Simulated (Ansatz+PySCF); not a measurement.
## doublet C₂H₃O: levels of theory in one basis

| atom | x (Å) | y (Å) | z (Å) |
| --- | --- | --- | --- |
| C | -0.9816 | -0.6476 | 0.0000 |
| C | -0.0033 | 0.5064 | 0.0000 |
| H | -0.4589 | -1.6077 | 0.0000 |
| H | -1.6210 | -0.5631 | 0.8811 |
| H | -1.6210 | -0.5631 | -0.8811 |
| O | 1.2117 | 0.4471 | 0.0000 |

Basis set: cc-pVTZ (spherical functions). Left uncorrelated: 3 orbitals. Correlation on ROHF uses semicanonical orbitals with singles. Charge 0, multiplicity 2.

Computed with Ansatz (development build ahead of 0.2.0); each method stands on the lowest determinant of its kind that the runs found.

| method | E − E(ROHF) (eV) | <S²> of the determinant |
| --- | --- | --- |
| ROHF | 0.00 | 0.75 |
| UHF | -0.14 | 0.77 |
| ROHF-MP2 | -14.92 | – |
| UHF-MP2 | -14.88 | 0.77 |

Problem. What does ROHF-CCSD(T) give on the same scale?

Solution. -16.03 eV.

Problem. Is a single determinant a sound starting point here?

Solution. By this sign, yes. Unrestricted orbitals gain 0.14 eV and <S²> is 0.77 against 0.75 for a pure state.
